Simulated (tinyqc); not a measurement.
UHF in the sto-6g basis, for H2O+, spin multiplicity 2, step by step. One step of it, computed by the program tinyqc.

Question. Iteration 2: diagonalisation and new density. Diagonalise F' = X^T F X, C = X C', fill 5 alpha and 4 beta electrons from the bottom; D(s) = C_occ C_occ^T. Each column has its largest component positive (the first on a tie).

extrapolated F(alpha) (hartree), lower triangle:
```
,1O 1s,1O 2s,1O 2px,1O 2py,1O 2pz,2H 1s,3H 1s
1O 1s,-21.103044
1O 2s,-5.112058,-2.923052
1O 2px,0.000000,0.000000,-0.998456
1O 2py,0.000000,0.000000,0.000000,-0.963100
1O 2pz,-0.023456,-0.169295,0.000000,0.000000,-0.944710
2H 1s,-1.129779,-1.185911,0.000000,-0.514366,-0.469339,-0.904575
3H 1s,-1.129779,-1.185911,0.000000,0.514366,-0.469339,-0.465857,-0.904575
```

extrapolated F(beta) (hartree), lower triangle:
```
,1O 1s,1O 2s,1O 2px,1O 2py,1O 2pz,2H 1s,3H 1s
1O 1s,-21.039591
1O 2s,-5.068079,-2.734404
1O 2px,0.000000,0.000000,-0.142292
1O 2py,0.000000,0.000000,0.000000,-0.900987
1O 2pz,-0.024149,-0.166079,0.000000,0.000000,-0.886398
2H 1s,-1.118565,-1.130519,0.000000,-0.506564,-0.462718,-0.889065
3H 1s,-1.118565,-1.130519,0.000000,0.506564,-0.462718,-0.449124,-0.889065
```

X, lower triangle:
```
,1O 1s,1O 2s,1O 2px,1O 2py,1O 2pz,2H 1s,3H 1s
1O 1s,1.022705
1O 2s,-0.136939,1.218369
1O 2px,0.000000,0.000000,1.000000
1O 2py,0.000000,0.000000,0.000000,1.099181
1O 2pz,-0.008841,0.101156,0.000000,0.000000,1.051811
2H 1s,0.019294,-0.274401,0.000000,-0.212792,-0.140991,1.185489
3H 1s,0.019294,-0.274401,0.000000,0.212792,-0.140991,-0.082671,1.185489
```

Give: F' = X^T F X; orbital energies; coefficients C; F' = X^T F X; orbital energies; coefficients C; D(alpha) after iteration 2; D(beta) after iteration 2.

Answer.

F' = X^T F X (alpha) (hartree), lower triangle:
```
,1,2,3,4,5,6,7
1,-20.7726
2,-2.5144,-1.8179
3,0.0000,0.0000,-0.9985
4,0.0000,0.0000,0.0000,-0.7221
5,-0.0326,0.0267,0.0000,0.0000,-0.8172
6,-0.1851,-0.4959,0.0000,-0.4199,-0.3037,-0.3421
7,-0.1851,-0.4959,0.0000,0.4199,-0.3037,-0.1045,-0.3421
```

orbital energies (alpha) (hartree): MO1 -21.1064, MO2 -1.8369, MO3 -1.1212, MO4 -0.9985, MO5 -0.9740, MO6 0.0631, MO7 0.1615

coefficients C (alpha):
```
,MO1,MO2,MO3,MO4,MO5,MO6,MO7
1O 1s,0.9966,-0.2306,0.0000,0.0000,0.0836,-0.1105,0.0000
1O 2s,0.0160,0.9029,0.0000,0.0000,-0.4375,0.8106,0.0000
1O 2px,0.0000,0.0000,0.0000,1.0000,0.0000,0.0000,0.0000
1O 2py,0.0000,0.0000,0.7444,0.0000,0.0000,0.0000,-0.8629
1O 2pz,0.0029,0.1734,0.0000,0.0000,0.8444,0.6429,0.0000
2H 1s,-0.0035,0.0992,0.3236,0.0000,0.2020,-0.8081,0.8630
3H 1s,-0.0035,0.0992,-0.3236,0.0000,0.2020,-0.8081,-0.8630
```

F' = X^T F X (beta) (hartree), lower triangle:
```
,1,2,3,4,5,6,7
1,-20.7146
2,-2.4992,-1.6182
3,0.0000,0.0000,-0.1423
4,0.0000,0.0000,0.0000,-0.6545
5,-0.0338,0.0363,0.0000,0.0000,-0.7559
6,-0.1846,-0.4855,0.0000,-0.4225,-0.3051,-0.3448
7,-0.1846,-0.4855,0.0000,0.4225,-0.3051,-0.1025,-0.3448
```

orbital energies (beta) (hartree): MO1 -21.0422, MO2 -1.6795, MO3 -1.0805, MO4 -0.9112, MO5 -0.1423, MO6 0.0969, MO7 0.1837

coefficients C (beta):
```
,MO1,MO2,MO3,MO4,MO5,MO6,MO7
1O 1s,0.9970,-0.2204,0.0000,0.0954,0.0000,-0.1174,0.0000
1O 2s,0.0140,0.8500,0.0000,-0.4880,0.0000,0.8385,0.0000
1O 2px,0.0000,0.0000,0.0000,0.0000,1.0000,0.0000,0.0000
1O 2py,0.0000,0.0000,0.7203,0.0000,0.0000,0.0000,0.8831
1O 2pz,0.0027,0.1945,0.0000,0.8311,0.0000,0.6541,0.0000
2H 1s,-0.0031,0.1379,0.3473,0.2004,0.0000,-0.8028,-0.8537
3H 1s,-0.0031,0.1379,-0.3473,0.2004,0.0000,-0.8028,0.8537
```

D(alpha) after iteration 2, lower triangle:
```
,1O 1s,1O 2s,1O 2px,1O 2py,1O 2pz,2H 1s,3H 1s
1O 1s,1.0533
1O 2s,-0.2288,1.0070
1O 2px,0.0000,0.0000,1.0000
1O 2py,0.0000,0.0000,0.0000,0.5542
1O 2pz,0.0334,-0.2129,0.0000,0.0000,0.7431
2H 1s,-0.0095,0.0011,0.0000,0.2409,0.1878,0.1554
3H 1s,-0.0095,0.0011,0.0000,-0.2409,0.1878,-0.0540,0.1554
```

D(beta) after iteration 2, lower triangle:
```
,1O 1s,1O 2s,1O 2px,1O 2py,1O 2pz,2H 1s,3H 1s
1O 1s,1.0517
1O 2s,-0.2200,0.9609
1O 2px,0.0000,0.0000,0.0000
1O 2py,0.0000,0.0000,0.0000,0.5189
1O 2pz,0.0391,-0.2402,0.0000,0.0000,0.7286
2H 1s,-0.0144,0.0193,0.0000,0.2502,0.1934,0.1798
3H 1s,-0.0144,0.0193,0.0000,-0.2502,0.1934,-0.0614,0.1798
```
